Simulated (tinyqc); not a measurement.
Inside a calculation. Method: CIS and TDHF on RHF in the sto-3g basis, for H2O, spin multiplicity 1. One step of it, computed by the program tinyqc.

Problem. CIS triplet states. Diagonalise A (1 hartree = 27.211386 eV); each vector has its largest component positive (the first on a tie).

CIS matrix A, triplet (hartree), order 1>6, 1>7, 2>6, 2>7, 3>6, 3>7, 4>6, 4>7, 5>6, 5>7:
```
[[20.026774, -0.007382, 0.007042, 0.000427, 0.001897, 0.008948, -0.020529, 0.002379, 0.000000, 0.000000],
 [-0.007382, 20.109604, 0.000427, 0.009569, 0.008948, -0.003176, 0.002379, -0.004275, 0.000000, 0.000000],
 [0.007042, 0.000427, 1.233939, 0.003771, 0.025506, 0.096092, -0.057993, 0.009387, 0.000000, 0.000000],
 [0.000427, 0.009569, 0.003771, 1.380139, 0.096092, -0.029373, 0.009387, 0.014792, 0.000000, 0.000000],
 [0.001897, 0.008948, 0.025506, 0.096092, 0.633351, -0.007020, 0.013832, 0.046281, 0.000000, 0.000000],
 [0.008948, -0.003176, 0.096092, -0.029373, -0.007020, 0.760856, 0.046281, -0.015168, 0.000000, 0.000000],
 [-0.020529, 0.002379, -0.057993, 0.009387, 0.013832, 0.046281, 0.474512, -0.010279, 0.000000, 0.000000],
 [0.002379, -0.004275, 0.009387, 0.014792, 0.046281, -0.015168, -0.010279, 0.579842, 0.000000, 0.000000],
 [0.000000, 0.000000, 0.000000, 0.000000, 0.000000, 0.000000, 0.000000, 0.000000, 0.384837, -0.003804],
 [0.000000, 0.000000, 0.000000, 0.000000, 0.000000, 0.000000, 0.000000, 0.000000, -0.003804, 0.508306]]
```

Give: triplet excitation energies; lowest vectors.

Solution.

triplet excitation energies (eV): [10.469, 12.447, 13.835, 15.040, 17.603, 20.532, 34.194, 37.943, 544.939, 547.228]

lowest vectors, order 1>6, 1>7, 2>6, 2>7, 3>6, 3>7, 4>6, 4>7, 5>6, 5>7:
```
[[0.000, 0.001, 0.000, 0.000, 0.000, 0.000],
 [0.000, 0.000, 0.000, 0.000, 0.000, 0.000],
 [0.000, 0.097, 0.000, -0.016, -0.053, -0.163],
 [0.000, -0.005, 0.000, 0.049, -0.117, 0.056],
 [0.000, -0.120, 0.000, -0.508, 0.840, -0.067],
 [0.000, -0.177, 0.000, 0.088, 0.104, 0.956],
 [0.000, 0.967, 0.000, -0.131, 0.076, 0.195],
 [0.000, 0.098, 0.000, 0.845, 0.511, -0.116],
 [1.000, 0.000, -0.031, 0.000, 0.000, 0.000],
 [0.031, 0.000, 1.000, 0.000, 0.000, 0.000]]
```
